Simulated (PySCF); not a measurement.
# How well do the runs reproduce experiment for chloroethane?

**Measured values to compare with.**

From NIST CCCBDB Release 22 (SRD 101), experimental polarizabilities, for the gas: mean polarisability 6.59 Å³.

How close the calculation comes is told at the end.

Species: chloroethane, C₂H₅Cl.
SMILES with atom numbers: `[CH3:1][CH2:2][Cl:3]` (hydrogens: H4, H5, H6 on C1; H7, H8 on C2)

Cartesian coordinates in Å at the GFN2-xTB level; atoms count from 1:
```
atom  x, y, z in Å
C1    -0.797    0.041   -0.042
C2     0.699   -0.191   -0.016
Cl3    1.559    1.295    0.484
H4    -1.156    0.329    0.942
H5    -1.051    0.829   -0.748
H6    -1.298   -0.876   -0.345
H7     1.081   -0.454   -1.002
H8     0.972   -0.964    0.702
```

The PySCF runs (gas phase, on this GFN2-xTB geometry; no spin–orbit coupling):

```csv
level,job,basis functions,wall time
CAM-B3LYP/def2-SVPD,"8 singlets by full TDDFT, 3 Tamm–Dancoff triplets, polarisability",107,7.3 s
```

Hardware: x86-64 server, one thread, no GPU (shared host).

## Comparison

**Mean polarisability.** Measured: 6.59 Å³ (NIST CCCBDB Release 22 (SRD 101), experimental polarizabilities).

```csv
level,computed (Å³),computed − measured (Å³),% (from the printed values)
CAM-B3LYP/def2-SVPD,6.07,-0.52,-8
```

The computed values are static and purely electronic, with core orbitals frozen in the response (1 au = 0.148185 Å³). The table of measured values doesn't say here whether a value is static or optical, or holds a vibrational part.

No measured geometry was used, and the causes of the misses weren't examined.
